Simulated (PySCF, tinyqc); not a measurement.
Worked calculation: CIS and TDHF on RHF in the sto-6g basis, for CH2, spin multiplicity 1. The lowest restricted solution is unstable here: a spin-polarised one lies 0.0222 hartree lower (PySCF). One step of it, computed by the program tinyqc.

Question. CIS matrix, singlets. A(ia,jb) = (e_a - e_i) d_ij d_ab + 2 (ia|jb) - (ij|ab).

orbital energies (hartree): MO1 -11.167824, MO2 -0.765100, MO3 -0.447035, MO4 -0.307361, MO5 0.223982, MO6 0.474393, MO7 0.519234

Two-electron integrals over orbitals (pq|rs), unique and non-zero (hartree):
```
(11|11) 3.522428    (21|11) -0.306159   (21|21) 0.043126    (22|11) 0.725632
(22|21) -0.009187   (22|22) 0.530674    (31|31) 0.007231    (32|31) 0.011612
(32|32) 0.127262    (33|11) 0.566260    (33|21) -0.002287   (33|22) 0.484007
(33|33) 0.490614    (41|11) 0.171902    (41|21) -0.021904   (41|22) 0.013334
(41|33) 0.005529    (41|41) 0.026405    (42|11) -0.121179   (42|21) 0.007938
(42|22) 0.006865    (42|33) 0.022087    (42|41) 0.011485    (42|42) 0.087903
(43|31) -0.002333   (43|32) 0.034253    (43|43) 0.043428    (44|11) 0.766967
(44|21) -0.011561   (44|22) 0.492862    (44|33) 0.442060    (44|41) -0.009610
(44|42) -0.088719   (44|44) 0.607649    (51|51) 0.022099    (52|51) 0.024061
(52|52) 0.094657    (53|53) 0.017690    (54|51) -0.013104   (54|52) -0.041994
(54|54) 0.048446    (55|11) 0.853324    (55|21) -0.009050   (55|22) 0.544125
(55|33) 0.456918    (55|41) 0.004564    (55|42) -0.063198   (55|44) 0.558215
(55|55) 0.673218    (61|11) -0.194831   (61|21) 0.029747    (61|22) 0.000181
(61|33) 0.001641    (61|41) -0.003629   (61|42) 0.016297    (61|44) -0.018402
(61|55) -0.005075   (61|61) 0.029191    (62|11) 0.237418    (62|21) -0.005441
(62|22) 0.090757    (62|33) 0.029284    (62|41) 0.015172    (62|42) -0.000583
(62|44) 0.057477    (62|55) 0.122770    (62|61) 0.005468    (62|62) 0.093637
(63|31) 0.001702    (63|32) -0.060092   (63|43) -0.041224   (63|63) 0.083171
(64|11) 0.145389    (64|21) -0.000958   (64|22) 0.045863    (64|33) 0.001562
(64|41) 0.000131    (64|42) -0.033578   (64|44) 0.082229    (64|55) 0.077371
(64|61) -0.000671   (64|62) 0.052956    (64|64) 0.055753    (65|51) 0.013705
(65|52) 0.049179    (65|54) -0.007003   (65|65) 0.036885    (66|11) 0.672218
(66|21) -0.006146   (66|22) 0.510680    (66|33) 0.485754    (66|41) 0.019177
(66|42) 0.048390    (66|44) 0.448797    (66|55) 0.486958    (66|61) 0.008014
(66|62) 0.068386    (66|64) 0.019731    (66|66) 0.546190    (71|31) 0.011763
(71|32) 0.017632    (71|43) -0.003946   (71|63) 0.002407    (71|71) 0.019182
(72|31) 0.009696    (72|32) 0.012103    (72|43) -0.035364   (72|63) 0.043598
(72|71) 0.014949    (72|72) 0.057750    (73|11) 0.257006    (73|21) -0.005284
(73|22) 0.071790    (73|33) 0.022624    (73|41) -0.000282   (73|42) -0.068331
(73|44) 0.110025    (73|55) 0.135745    (73|61) -0.005488   (73|62) 0.072757
(73|64) 0.065271    (73|66) 0.010678    (73|73) 0.125981    (74|31) -0.008041
(74|32) -0.073888   (74|43) -0.005953   (74|63) 0.047430    (74|71) -0.012822
(74|72) -0.009299   (74|74) 0.066508    (75|53) 0.018268    (75|75) 0.022448
(76|31) 0.007182    (76|32) 0.099297    (76|43) 0.050057    (76|63) -0.072419
(76|71) 0.010985    (76|72) -0.019326   (76|74) -0.055326   (76|76) 0.105924
(77|11) 0.712588    (77|21) -0.007720   (77|22) 0.500649    (77|33) 0.491925
(77|41) 0.003855    (77|42) -0.016197   (77|44) 0.498248    (77|55) 0.509676
(77|61) -0.004727   (77|62) 0.046382    (77|64) 0.022444    (77|66) 0.493772
(77|73) 0.065458    (77|77) 0.530940
```

Give: CIS matrix A, singlet.

Answer.

CIS matrix A, singlet (hartree), lower triangle:
```
         1>5      1>6      1>7      2>5     2>6      2>7     3>5     3>6
1>5  10.5827
1>6   0.0000  11.0284
1>7   0.0000   0.0000  11.0128
2>5   0.0572   0.0000   0.0000   0.6343
2>6   0.0000   0.0171   0.0000   0.0000  0.9161
2>7   0.0000   0.0000   0.0376   0.0000  0.0000   0.8992
3>5   0.0000   0.0000   0.0000   0.0000  0.0000   0.0000  0.2495
3>6   0.0000   0.0000  -0.0024   0.0000  0.0000  -0.0121  0.0000  0.6020
3>7   0.0000  -0.0182   0.0000   0.0000  0.0462   0.0000  0.0000  0.0000
4>5  -0.0308   0.0000   0.0000  -0.0208  0.0000   0.0000  0.0000  0.0000
4>6   0.0000  -0.0205   0.0000   0.0000  0.0575   0.0000  0.0000  0.0000
4>7   0.0000   0.0000  -0.0295   0.0000  0.0000  -0.0024  0.0000  0.0448

        3>7     4>5     4>6     4>7
3>7  0.7263
4>5  0.0000  0.0700
4>6  0.0805  0.0000  0.4445
4>7  0.0000  0.0000  0.0000  0.4614
```
